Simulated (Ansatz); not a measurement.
We consider CsCl-type TlBr, described by LDA (plane waves, PAW; Ansatz, a program for electronic structure).

Run with plane-wave cutoff 520 eV, 6×6×6 k mesh, perturbation theory, scalar-relativistic PAW data made under PBE.

The cell has the measured lattice parameters. Conventional cell: a = 3.9800 Å, b = 3.9800 Å, c = 3.9800 Å, α = 90.00°, β = 90.00°, γ = 90.00°.

```cif
data_BrTl
_chemical_formula_sum 'Tl1 Br1'
_space_group_name_H-M_alt 'P 1'
_space_group_IT_number 1
_cell_length_a 3.98000
_cell_length_b 3.98000
_cell_length_c 3.98000
_cell_angle_alpha 90.000
_cell_angle_beta 90.000
_cell_angle_gamma 90.000
loop_
_space_group_symop_operation_xyz
  'x, y, z'
loop_
_atom_site_label
_atom_site_type_symbol
_atom_site_fract_x
_atom_site_fract_y
_atom_site_fract_z
_atom_site_occupancy
Tl1 Tl 0.00000 0.00000 0.00000 1
Br1 Br 0.50000 0.50000 0.50000 1
```

Harmonic phonon frequencies (cm⁻¹; i marks an imaginary mode; at Γ without the LO shift):

```
q point         frequencies
-------  ------------------
Γ         19i 19i 19i 0 0 0
X         9i 9i 41 41 58 96
M        16i 18 31 31 49 49
```

Imaginary modes appear, so the structure is dynamically unstable at this level.

Note: the run warned that the k mesh is coarse for the response to a field; the run finds an imaginary mode (19i cm⁻¹), so the cell is a saddle point at this level; the cell isn't this level's own, so it is under some stress, which shifts stiffness and frequencies.
